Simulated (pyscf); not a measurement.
Optimised with ωB97X-D3(BJ)/def2-SVP in PySCF. Correlated levels are frozen-core, on RHF or UHF. ΔMP2 is the change of the MP2 total energy from the triple- to the quadruple-zeta basis.

**Question.** Estimate by transition-state theory (the high-pressure limit) the rate constant of •H₂C–CH=NH (SMILES [CH2]C=N) → •HC=CH–NH₂ (SMILES [CH]=CN) (doublet surface; C–H broken, H–N formed) at 600 K, with CCSD(T)/def2-TZVPP + ΔMP2(QZVPP) energies (ideal gas, 1 atm, RRHO with modes under 100 cm⁻¹ raised to 100, one conformer, R ln 2 for rigid chiral ones; no tunnelling).

**Answer.** The electronic barrier is 64.8 kcal/mol and the thermal terms add -3.8, so ΔG‡ = 61.1 kcal/mol. With k_BT/h = 1.25e+13 s⁻¹ and RT = 1.192 kcal/mol, k = 7.0e-10 s⁻¹. Wigner's tunnelling factor for 1779i cm⁻¹ would be 1.76, likely too low at so high a frequency. A shift of 1 kcal/mol in the barrier changes k by a factor 2.3. The same reactants have a lower exit, to H₂C=C=NH + H• (no saddle counted: cutting one bond, which may have a small barrier of its own, costs +50.5 kcal/mol at ωB97M-D3(BJ), against +63.7 kcal/mol here). This is the saddle that the search found; another between the same sides may lie lower. The CCSD(T) − MP2 part came from Ansatz, without density fitting, on the same reference. A UHF reference is spin-contaminated (<S²> up to 0.97), which harms MP2 most.
